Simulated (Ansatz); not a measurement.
hcp Sc, treated with LDA (Ansatz, a first-principles code, plane waves, PAW).

Run with plane-wave cutoff 520 eV, 24×24×12 k mesh (along the axes of the cell as run), Fermi–Dirac smearing 0.026 eV (set by the program), scalar-relativistic PAW data made under PBE.

Computed at the level's own relaxed cell.

Elastic tensor (GPa, Voigt notation, ions relaxed):

```
  113.7    40.6    33.6     0.0     0.0     0.0
   40.6   113.7    33.6     0.0     0.0     0.0
   33.6    33.6   111.7     0.0     0.0     0.0
    0.0     0.0     0.0    34.3     0.0     0.0
    0.0     0.0     0.0     0.0    34.3     0.0
    0.0     0.0     0.0     0.0     0.0    36.6
```

Q: Work out the Voigt, Reuss and Hill averages of the bulk and shear moduli, Young's modulus and Poisson's ratio from the printed constants.

A: K_V = [C11 + C22 + C33 + 2(C12 + C13 + C23)]/9 = [339.1 + 2 × 107.8]/9 = 61.6 GPa. G_V = [339.1 − 107.8 + 3 × 105.2]/15 = 36.5 GPa. From the compliances S = C⁻¹, K_R = 61.6 and G_R = 36.3 GPa. Hill means: K = 61.6, G = 36.4 GPa. E = 9KG/(3K + G) = 91 GPa, ν = (3K − 2G)/(6K + 2G) = 0.25, K/G = 1.69.

Measured, for comparison: elastic constant C11 99 GPa, elastic constant C44 28 GPa, elastic constant C33 107 GPa, elastic constant C13 29 GPa (temperature not stated, not corrected to a static lattice; as tabulated in Mehl and Papaconstantopoulos (1996), arXiv:mtrl-th/9602003). Computed (rounded) less measured: elastic constant C11 +15 %, elastic constant C44 +22 %, elastic constant C33 +5 %, elastic constant C13 +16 %. A static lattice is as a rule a little smaller and stiffer than an uncorrected measurement, which narrows the difference in the elastic constant C33 and would widen misses of the other sign.

Computed values are for the static lattice.
